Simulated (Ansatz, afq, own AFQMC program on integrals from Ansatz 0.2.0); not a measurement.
# NH₃ (singlet): quantum Monte Carlo beside coupled cluster at distance N1–H4 = 1.206 Å, 6-31G

An exercise on one series of results from a longer session: the logs are not shown, and one member is left open.

The runs use Ansatz 0.2.0, Gaussian basis, and an in-house AFQMC program (afq) on its integrals; all values are calculated; 6-31G, frozen cores.

To be run: Full CI; PBE (unrestricted); r2SCAN (unrestricted); PBE0 (unrestricted); B3LYP (unrestricted); wB97M-V (unrestricted); CCSD(T) on RHF; B2PLYP (unrestricted); Full CI; CCSDT(Q) on RHF; CCSDTQ on RHF; Phaseless AFQMC, CISD trial on RHF; Free-projection AFQMC, first-order trial on RHF; UHF.

4 further runs of the same task are left out: 4 that didn't finish.

## What is computed

The geometry derives from a PBE0/def2-TZVP stationary point (not a proven minimum). One bond is set to the value named and the two fragments are kept rigid.

4 atoms, charge 0, spin multiplicity 1.

Atoms are counted from 1 here; the program's logs count them from 0.

Bond lengths: N1–H2 1.012 Å, N1–H3 1.012 Å, N1–H4 1.206 Å. Angles: H2–N1–H3 107.1°, H2–N1–H4 107.1°, H3–N1–H4 107.1°.

Set-up of the first run:

Contents of in.yaml:

```yaml
crystal:
  periodic: [false, false, false]
  atoms:
    - {symbol: N, position_ang: [0.005563, 0.009207, -0.070910]}
    - {symbol: H, position_ang: [0.943749, 0.022231, 0.309502]}
    - {symbol: H, position_ang: [-0.477384, 0.817488, 0.301274]}
    - {symbol: H, position_ang: [-0.543669, -0.967666, 0.374622]}
basis:
  gaussian: {orbitals: 6-31G}
correlation: {method: fci, electrons: outside_noble_gas}
```

Launch:

```bash
> ansatz run in.yaml --threads 1 --pin off --events-out ev --progress --plain --max-ram 16896MiB --backend cuda --devices 0, --max-vram 18GiB
```

Among the steps run: Full CI; PBE (unrestricted); r2SCAN (unrestricted); PBE0 (unrestricted); B3LYP (unrestricted); wB97M-V (unrestricted); CCSD(T) on RHF; B2PLYP (unrestricted); CCSDT(Q) on RHF; CCSDTQ on RHF; Phaseless AFQMC, CISD trial on RHF; Free-projection AFQMC, first-order trial on RHF (settings varied); UHF.

One of the session's tables, all rows but one given; the rest of the session is left out.

On the RHF determinant, counted from full CI (exact for this spin and basis):

| level | from full CI (kJ/mol) |
| --- | --- |
| HF | ? |
| MP2 | +42.9 |
| CCSD | +6.0 |
| CCSD(T) | +1.3 |
| CCSDT(Q) | 0.0 |
| CCSDTQ | +0.1 |
| full CI | 0.0 |
| Phaseless AFQMC, CISD trial, step 0.005, 4000 walkers | +0.6 |

**Question.** Estimate the row for HF.

**Answer.** from full CI (kJ/mol): +361.9. In the column «from full CI (kJ/mol)» it is the highest.

Limits of these values: On RHF the phaseless walk with the CISD trial lies +0.6 kJ/mol from full CI, within three error bars.
